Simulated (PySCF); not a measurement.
**Si3H8 (trisilane) at TPSS/6-31G(d) (spherical functions)**

Aim: the energy change on altering one bond length of Si3H8 (trisilane) at TPSS/6-31G* (spherical functions), from 2 runs. Input form: a Python script.

The results are computed with PySCF 2.14.0.

1 further run of the same task is left out (set aside as unsound or not needed).

### Step 1. The molecule

Si3H8: 11 atoms, total charge 0, spin state singlet. As SMILES, `[SiH3][SiH2][SiH3]`. Geometry: relaxed at PBE0-D4/def2-TZVP.

Bond lengths: Si1–Si2 2.338 Å, Si2–Si3 2.338 Å, Si1–H4 1.488 Å, Si1–H5 1.488 Å, Si1–H6 1.488 Å, Si2–H7 1.490 Å, Si2–H8 1.490 Å, Si3–H9 1.488 Å, Si3–H10 1.488 Å, Si3–H11 1.488 Å. Some angles: Si1–Si2–Si3 110.4°, Si1–Si2–H7 109.6°, Si1–Si2–H8 109.6°, Si3–Si2–H7 109.6°, Si3–Si2–H8 109.6°, Si2–Si1–H4 111.2°, Si2–Si1–H5 109.8°, Si2–Si1–H6 109.8°, Si2–Si3–H9 109.8°, Si2–Si3–H10 109.8°.

### Step 2. A single-point energy at TPSS/6-31G(d) (spherical functions)

File geometry.xyz:

```xyz
11

Si    -1.292570     1.366730    -0.525270
Si    -0.462570    -0.807300    -0.296320
Si     1.631930    -0.774400     0.742750
H     -2.625850     1.367720    -1.185120
H     -0.354030     2.180440    -1.344070
H     -1.422540     2.000090     0.814640
H     -0.343400    -1.440160    -1.640160
H     -1.410380    -1.620800     0.516390
H      1.515950    -0.154940     2.090430
H      2.583820     0.031780    -0.068050
H      2.179610    -2.149160     0.894770
```

File input.py:

```python
from pyscf import gto, dft

mol = gto.Mole()
mol.atom = 'geometry.xyz'
mol.max_memory = 1860
mol.verbose = 4
mol.basis = '6-31g*'
mol.build()

mf = dft.RKS(mol, xc='tpss')
mf.grids.level = 5
mf.conv_tol = 1e-10
mf.kernel()
if not mf.converged:
    mf = mf.newton().run(mf.mo_coeff, mf.mo_occ)

etot = mf.e_tot
print('Final energy', etot)
```

Command:

```bash
$ OMP_NUM_THREADS=1 python input.py
```

The program printed:

```text
PySCF version 2.14.0

[INPUT] num. atoms = 11
[INPUT] num. electrons = 50
[INPUT] charge = 0
[INPUT] spin (= nelec alpha-beta = 2S) = 0
[INPUT] symmetry False subgroup None
[INPUT] Mole.unit = angstrom
[INPUT] Symbol           X                Y                Z      unit          X                Y                Z       unit  Magmom
[INPUT]  1 Si    -1.292570000000   1.366730000000  -0.525270000000 AA   -2.442603296829   2.582745386227  -0.992616441450 Bohr   0.0
[INPUT]  2 Si    -0.462570000000  -0.807300000000  -0.296320000000 AA   -0.874130613440  -1.525575900361  -0.559963645231 Bohr   0.0
[INPUT]  3 Si     1.631930000000  -0.774400000000   0.742750000000 AA    3.083900754461  -1.463403910863   1.403594079021 Bohr   0.0
[INPUT]  4 H     -2.625850000000   1.367720000000  -1.185120000000 AA   -4.962137344189   2.584616215090  -2.239552224745 Bohr   0.0
[INPUT]  5 H     -0.354030000000   2.180440000000  -1.344070000000 AA   -0.669019739880   4.120434431047  -2.539924192244 Bohr   0.0
[INPUT]  6 H     -1.422540000000   2.000090000000   0.814640000000 AA   -2.688211001239   3.779622324481   1.539446490116 Bohr   0.0
[INPUT]  7 H     -0.343400000000  -1.440160000000  -1.640160000000 AA   -0.648931951176  -2.721507975554  -3.099453200467 Bohr   0.0
[INPUT]  8 H     -1.410380000000  -1.620800000000   0.516390000000 AA   -2.665231931564  -3.062868102695   0.975835673464 Bohr   0.0
[INPUT]  9 H      1.515950000000  -0.154940000000   2.090430000000 AA    2.864730318534  -0.292794165740   3.950340182575 Bohr   0.0
[INPUT] 10 H      2.583820000000   0.031780000000  -0.068050000000 AA    4.882712155174   0.060055496239  -0.128595862777 Bohr   0.0
[INPUT] 11 H      2.179610000000  -2.149160000000   0.894770000000 AA    4.118865958363  -4.061323797870   1.690870244477 Bohr   0.0

nuclear repulsion = 193.117837208941
number of shells = 40
number of NR pGTOs = 185
number of NR cGTOs = 70
basis = 6-31g*
ecp = {}

******** <class 'pyscf.dft.rks.RKS'> ********
method = RKS
initial guess = minao
damping factor = 0
level_shift factor = 0
DIIS = <class 'pyscf.scf.diis.CDIIS'>
diis_start_cycle = 1
diis_space = 8
diis_damp = 0
SCF conv_tol = 1e-10
SCF conv_tol_grad = None
SCF max_cycles = 50
direct_scf = True
direct_scf_tol = 1e-13
XC library pyscf.dft.libxc version 7.0.0
    S. Lehtola, C. Steigemann, M. J.T. Oliveira, and M. A.L. Marques.,  SoftwareX 7, 1–5 (2018)
XC functionals = tpss
    J. Tao, J. P. Perdew, V. N. Staroverov, and G. E. Scuseria.,  Phys. Rev. Lett. 91, 146401 (2003)
    J. Tao, J. P. Perdew, V. N. Staroverov, and G. E. Scuseria.,  Phys. Rev. Lett. 91, 146401 (2003)
radial grids:
    Treutler-Ahlrichs [JCP 102, 346 (1995); DOI:10.1063/1.469408] (M4) radial grids

becke partition: Becke, JCP 88, 2547 (1988); DOI:10.1063/1.454033
pruning grids: <function nwchem_prune>
grids dens level: 5
symmetrized grids: False
atomic radii adjust function: <function treutler_atomic_radii_adjust>
small_rho_cutoff = 0
Set gradient conv threshold to 1e-05
Initial guess from minao.
tot grids = 318976
init E= -872.943683492067
  HOMO = -0.291013101489179  LUMO = -0.0528087797682559  gap/eV = 6.48187
cycle= 1 E= -873.292245734644  delta_E= -0.349  |g|= 0.137  |ddm|= 2.67
  HOMO = -0.25808155841893  LUMO = -0.0156007759336119  gap/eV = 6.59824
cycle= 2 E= -873.297584040499  delta_E= -0.00534  |g|= 0.0433  |ddm|= 0.209
  HOMO = -0.25487107556929  LUMO = -0.0147141992299833  gap/eV = 6.53500
cycle= 3 E= -873.298154597198  delta_E= -0.000571  |g|= 0.0264  |ddm|= 0.109
  HOMO = -0.260196814069605  LUMO = -0.0182327348402855  gap/eV = 6.58418
cycle= 4 E= -873.298463464021  delta_E= -0.000309  |g|= 0.00227  |ddm|= 0.0447
  HOMO = -0.259762929055261  LUMO = -0.0178889092611325  gap/eV = 6.58173
cycle= 5 E= -873.298465576327  delta_E= -2.11e-06  |g|= 0.000645  |ddm|= 0.00483
  HOMO = -0.259716971487007  LUMO = -0.0178277651747927  gap/eV = 6.58214
cycle= 6 E= -873.298465739114  delta_E= -1.63e-07  |g|= 0.000159  |ddm|= 0.0013
  HOMO = -0.259716809959184  LUMO = -0.0178304825775628  gap/eV = 6.58206
cycle= 7 E= -873.298465749582  delta_E= -1.05e-08  |g|= 3.2e-05  |ddm|= 0.000357
  HOMO = -0.259719419514346  LUMO = -0.0178321597831828  gap/eV = 6.58209
cycle= 8 E= -873.298465750114  delta_E= -5.32e-10  |g|= 6.33e-06  |ddm|= 8.25e-05
  HOMO = -0.259718631597774  LUMO = -0.0178316491832367  gap/eV = 6.58208
cycle= 9 E= -873.298465750135  delta_E= -2.07e-11  |g|= 3.47e-07  |ddm|= 1.4e-05
  HOMO = -0.259718676300339  LUMO = -0.0178316642428868  gap/eV = 6.58208
Extra cycle  E= -873.298465750139  delta_E= -4.32e-12  |g|= 2.02e-07  |ddm|= 1.02e-06
converged SCF energy = -873.298465750139
Final energy -873.2984657501393
```

It took 32 s on 1 thread of Arm Neoverse V1, shared host; peak memory 0.4 GiB.

### Step 3. The distorted shape

File calc.py:

```python
from pyscf import gto, dft

molecule = gto.Mole()
molecule.atom = '''
Si    -1.417083     1.692868    -0.559616
Si    -0.462570    -0.807300    -0.296320
Si     1.631930    -0.774400     0.742750
H     -2.750363     1.693858    -1.219466
H     -0.478543     2.506578    -1.378416
H     -1.547053     2.326228     0.780294
H     -0.343400    -1.440160    -1.640160
H     -1.410380    -1.620800     0.516390
H      1.515950    -0.154940     2.090430
H      2.583820     0.031780    -0.068050
H      2.179610    -2.149160     0.894770
'''
molecule.verbose = 3
molecule.charge = 0
molecule.basis = '6-31g*'
molecule.max_memory = 1860
molecule.build()

mf = dft.RKS(molecule)
mf.xc = 'tpss'
mf.grids.level = 5
mf.conv_tol = 1e-10
mf.kernel()
if not mf.converged:
    mf = mf.newton().run(mf.mo_coeff, mf.mo_occ)

energy = mf.e_tot
print('Final energy', energy)
```

Command:

```bash
$ OMP_NUM_THREADS=1 python calc.py
```

The program printed:

```text
converged SCF energy = -873.284116823487
Final energy -873.2841168234869
```

Run time: 31 s. Hardware: 1 thread of Arm Neoverse V1, shared host; peak memory 0.4 GiB.

### Step 4. Summary of results

At TPSS/6-31G* (spherical functions):

| quantity | value |
| --- | --- |
| first shape: total energy | -873.29847 Eh |
| first shape: dipole moment | 0.07 D |
| first shape: HOMO energy | -7.07 eV |
| first shape: LUMO energy | -0.49 eV |
| first shape: HOMO–LUMO gap | 6.58 eV |
| distorted shape: total energy | -873.28412 Eh |
| distorted shape: dipole moment | 0.04 D |
| distorted shape: HOMO energy | -6.73 eV |
| distorted shape: LUMO energy | -1.21 eV |
| distorted shape: HOMO–LUMO gap | 5.53 eV |
| energy change with the Si1–Si2 bond stretched from 2.338 to 2.689 Å | 0.390 eV |

**Reading.** With the Si1–Si2 bond stretched from 2.338 to 2.689 Å the energy rises by 0.39 eV (37.7 kJ/mol). The first shape isn't relaxed at this level, so the change isn't measured from a minimum. Mulliken charges (first shape) run from -0.06 on H5 to +0.20 on Si1. Mulliken charges (distorted shape) run from -0.06 on H11 to +0.21 on Si3.
